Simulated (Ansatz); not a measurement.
C4H7NO can be A, `CC1(O)C=NC1`, or B, `COCCC#N`.

Program: Ansatz. Geometries: PBE0-D4/def2-TZVP. ΔE: electronic, gas phase. CBS: MP2 limit from def2 TZ/QZ plus the TZ coupled-cluster correction, frozen cores. DFT in def2-TZVPP. Each species was taken in one conformer, which may not be the lowest.

(1) Which isomer does CCSD(T)/CBS put lower? Give the gap. (An estimate is asked.)

(2) Give E(B) − E(A) in kcal/mol with MP2/def2-TZVPP, HF/def2-TZVPP, ωB97M-V, r2SCAN-D4, B2PLYP, CCSD/def2-TZVPP, PBE0-D4. (Best estimate.)

Largest T1 diagnostic: 0.012.

Results:

(1) Ansatz gave: B, by 16.2 kcal/mol.

(2) Computed: MP2/def2-TZVPP -18.6, HF/def2-TZVPP -26.3, ωB97M-V -15.8, r2SCAN-D4 -15.7, B2PLYP -20.8, CCSD/def2-TZVPP -18.9, PBE0-D4 -12.6. None reverses the order clearly.

In def2-TZVPP, CCSD(T) changes the Hartree–Fock value by +8.6 kcal/mol (the triples alone add +1.2 kcal/mol) and MP2 by +7.7 kcal/mol. The D4 term adds +1.6 kcal/mol with B3LYP and +0.7 kcal/mol with PBE0; it sums over pairs of atoms, weighted by their polarisabilities, and B3LYP, whose exchange is more repulsive, gets the larger term.

B3LYP here is the variant with VWN-RPA as its local correlation; programs differ in this.
